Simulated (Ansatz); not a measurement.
Results of PBEsol (PAW; Ansatz, a program for electronic structure) for bcc V.

A relaxed, unreconstructed slab of the (210) face has 20 atoms, two equal faces of 19.593 Å² each and an energy of -57698.9554 eV. A bulk cell of 10 atoms with the same orientation and in-plane k mesh has -28852.9182 eV. Energies are extrapolated to zero smearing.

Numerical settings: plane-wave cutoff 500 eV, 18×8×1 k mesh (along the axes of the cell as run), Fermi–Dirac smearing 0.1 eV, scalar-relativistic PAW data made under PBE.

Worked out: γ = (E_slab − N E_bulk per atom)/2A = [-57698.9554 − 20 × (-28852.9182/10)]/(2 × 19.593) = 0.1756 eV/Å². With 16.022 J/m² per eV/Å² this is 2.81 J/m², or 3.44 eV per surface cell and face.
